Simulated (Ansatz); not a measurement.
Z-matrix (Å, degrees):
```
C
C 1 1.475
C 1 1.520 2 114.0
H 1 1.097 2 109.7 3 -120.8
H 1 1.093 2 108.8 3 121.9
F 2 1.343 1 115.3 3 66.9
H 2 1.084 1 124.2 3 -80.7
F 3 1.382 1 110.0 2 64.7
H 3 1.094 1 110.7 2 -176.3
H 3 1.093 1 111.0 2 -54.6
```

Charge 0, multiplicity 2.

(1) List the PBE0/def2-TZVPP orbital energies in eV (Ansatz 0.2.0). (Estimate.)

Answers

(1) Computed: α occupied: -674.45, -673.65, -280.50, -280.39, -278.77, -34.39, -33.46, -22.63, -19.47, -17.31, -14.99, -14.57, -14.06, -13.85, -13.21, -12.63, -11.34, -10.58, -10.03, -9.67, -6.08. α empty: 1.43, 2.15, 2.18, 2.80, 2.99, 3.12, 3.66, 4.53. β occupied: -674.34, -673.65, -280.35, -280.06, -278.79, -34.14, -33.45, -22.38, -19.01, -17.04, -14.82, -14.41, -13.95, -13.45, -12.82, -12.27, -11.30, -10.46, -9.88, -9.61. β empty: -1.18, 1.52, 2.26, 2.27, 2.87, 3.12, 3.33, 3.78. ⟨S²⟩ = 0.754.
